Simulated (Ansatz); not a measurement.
Ansatz (a quantum-chemistry and plane-wave program) input (PBE/def2-TZVPD):

Ansatz 0.2 input:
```yaml
crystal:
  periodic: [false, false, false]
  atoms:
    - {symbol: C, position_ang: [0.01324194, 0.81758858, -0.01276392]}
    - {symbol: C, position_ang: [1.51567282, 0.64569034, -0.01856739]}
    - {symbol: Cl, position_ang: [-0.83444090, -0.78203684, 0.01684244]}
    - {symbol: H, position_ang: [-0.33330320, 1.35547911, 0.86643399]}
    - {symbol: H, position_ang: [-0.34328722, 1.32799722, -0.90426753]}
    - {symbol: H, position_ang: [1.99427262, 1.62844639, -0.03651866]}
    - {symbol: H, position_ang: [1.85214717, 0.11523649, 0.87210240]}
    - {symbol: H, position_ang: [1.84217733, 0.08779363, -0.89608378]}
basis:
  gaussian:
    orbitals: def2-TZVPD
hamiltonian:
  xc: {name: PBE}
total_charge: 1
magnetization: {spin_polarized: true, initial_magnetization: 1}
```

Output:

```
Functional definition: PBE
integrals: 0.06 GiB planned
883 factors; their error is unknown
mean field: 0.73 GiB planned
mean field evaluation 1: about -14639.5863 eV, gradient 6.7e1 eV
mean field evaluation 2: about -14569.7671 eV, gradient 1.2e2 eV
mean field evaluation 4: about -14655.8449 eV, gradient 2.6e1 eV
mean field evaluation 8: about -14660.8043 eV, gradient 2.2e-1 eV
mean field evaluation 16: about -14660.7707 eV, gradient 4.9e-3 eV
mean field evaluation 32: about -14656.7968 eV, gradient 1.7e1 eV
mean field evaluation 64: about -14660.7153 eV, gradient 1.5e0 eV
mean field -14660.77072119 eV, -538.7733865763 hartree, gradient 2.4e-6 eV, S^2 0.751963; 6 other end points of the search recorded, 0 dependent functions left out
reference -14660.77076229 eV, -538.7733880868 hartree; 17, 16 occupied and 148, 149 virtual orbitals, 883 factors
Total energy: -14660.77076229 eV, -538.7733880868 hartree
```

This state (charge 1, doublet) is run at the relaxed geometry of the species with charge 0 and multiplicity 1.
